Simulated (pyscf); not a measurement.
Single points on ωB97X-D3(BJ)/def2-SVP structures (PySCF, gas phase).

### Question
For `[NH2][SiH2][Cl]` + `[H][H]` → `[NH2][SiH3]` + `[ClH]`, a four-centre exchange (singlet surface; Cl–Si, H–H broken, H–Si, Cl–H formed), PBE/def2-TZVP gives ΔE‡ = 179.1 kJ/mol and ΔE = +95.2 kJ/mol (zero: the separated reactants). In which direction and how far do PBE0-D3(BJ)/def2-TZVP, M06-2X/def2-TZVP, ωB97M-D3(BJ)/def2-TZVP move these?

### Answer
PBE0-D3(BJ): ΔE‡ = 188.8 kJ/mol, ΔE = +96.8 kJ/mol; M06-2X: ΔE‡ = 209.2 kJ/mol, ΔE = +105.3 kJ/mol; ωB97M-D3(BJ): ΔE‡ = 204.4 kJ/mol, ΔE = +95.8 kJ/mol. PBE's barrier lies under all of them, by 9.7 to 30.1 kJ/mol. Its reaction energy matches one of them and lies within 10.1 kJ/mol of the others. This is the saddle that the search found; another between the same sides may lie lower.
